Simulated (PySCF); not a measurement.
## Complete the spectrum of C4H9NS

Compound: C4H9NS.
SMILES with atom numbers: `[CH3:1][CH2:2][NH:3][C:4]([CH3:5])=[S:6]` (hydrogens: H7, H8, H9 on C1; H10, H11 on C2; H12 on N3; H13, H14, H15 on C5)

Theory: TDDFT PBE0/def2-SVPD, vertical, gas phase, core orbitals frozen in the response (PySCF). The structure is a single GFN2-xTB conformer in the gas phase; no vibrational or solvent corrections. Torsions of this conformer, `[CH3:1][CH2:2][NH:3][C:4]([CH3:5])=[S:6]`: C1–C2–N3–C4 119°, C2–N3–C4–C5 -176°.

Lowest singlets, with some entries withheld (?).

| state | ν̃ (cm⁻¹) | f | main configurations (H = HOMO, L = LUMO) |
| --- | --- | --- | --- |
| S1 | 28190 | ? | H→L (99%) |
| S2 | 41950 | ? | H-1→L (83%), H→L+1 (11%) |
| S3 | 43150 | ? | H→L+1 (86%), H-1→L (10%) |
| S4 | 47110 | ? | H-1→L+1 (98%) |
| S5 | 49890 | ? | H→L+2 (87%) |
| S6 | 50660 | ? | H→L+3 (93%) |
| S7 | 52260 | ? | H→L+4 (50%), H→L+5 (39%) |
| S8 | 53090 | ? | H→L+5 (50%), H→L+4 (43%) |

(1) Supply the missing values.

(2) How far apart are S2 and S4, in eV and cm⁻¹?

(3) Which level carries the most intensity, and what share of the listed sum of f?

(4) What is the mean static polarisability from the same response equations?

Answers

(1) 
- S1: f = 0.0001
- S2: f = 0.181
- S3: f = 0.074
- S4: f = 0.0039
- S5: f = 0.0019
- S6: f = 0.051
- S7: f = 0.0070
- S8: f = 0.0034

(2) 5.841 − 5.202 = 0.639 eV, or about 5150 cm⁻¹.

(3) S2, with f = 0.181 of 0.321, 56%.

(4) 82.5 au (12.23 Å³), with principal values 62.9, 84.4 and 100.2 au.

The run took 19 s on Intel Xeon 6975P-C, one thread, no GPU, on a shared host, and the process peaked at 0.80 GiB of memory.
